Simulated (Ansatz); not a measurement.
## Ansatz (development build ahead of 0.2.0) run

```yaml
crystal:
  periodic: [false, false, false]
  atoms:
    - { symbol: S, position_ang: [0.04411, -0.02341, -0.10146] }
    - { symbol: H, position_ang: [0.02503, 0.99451, 0.79547] }
    - { symbol: H, position_ang: [0.03503, -0.99305, 0.8606] }
basis:
  gaussian: { orbitals: aug-cc-pVDZ }
hamiltonian:
  xc: hf
correlation:
  method: mp2
  frozen_orbitals: { H: 0, S: 5 }
```

The input is written out in the form of the current development build from the run's settings.

Output:

```json
{"Converged": "yes", "Reference energy": "-398.69767 hartree", "Correlation energy": "-0.15533 hartree", "Total energy": "-398.85300 hartree", "Spin squared of the determinant": "0.000"}
```
